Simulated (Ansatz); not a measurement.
Stepwise reaction of `S[Si]S` with ammonia, as a gas-phase model of exchange steps in deposition or etching. ΔE in kJ/mol; ΔG adds harmonic PBE0-D4 terms to CCSD(T)/CBS, at 1 bar.

Gas-phase electronic energies from Ansatz, PBE0-D4/def2-TZVP geometries. CCSD(T)/CBS is the MP2 limit (def2-TZVPP, def2-QZVPP) plus CCSD(T) − MP2 in def2-TZVPP, frozen cores. This one scheme is used for every species. Functionals use def2-TZVPP. B3LYP here is the variant with VWN-RPA as its local correlation; programs differ in this. Each species was taken in one conformer, which may not be the lowest.

| step | reaction | PBE-D4 | B3LYP-D4 | ωB97M-V | CCSD(T)/CBS | ΔG(400 K) |
| --- | --- | --- | --- | --- | --- | --- |
| 1 | `S[Si]S` + NH₃ → `N[Si]S` + H₂S | 6.3 | -3.6 | -7.0 | -3.2 | -12.0 |
| 2 | `N[Si]S` + NH₃ → `N[Si]N` + H₂S | 19.5 | 9.9 | 8.0 | 10.2 | 2.2 |

(1) By hand: ΔE of the 2 steps together at CCSD(T)/CBS.

Results:

(1) (-3.2) + (10.2) = 7.0 kJ/mol, or 3.5 kJ/mol a step.

In ΔE each step is higher than the one before. ΔG lies between -12.0 and 2.2 kJ/mol a step. PBE-D4 differs from CCSD(T)/CBS by 9.3 to 9.5 kJ/mol a step. Isolated molecules leave out the surface, adducts and barriers. Largest T1 diagnostic: 0.015.
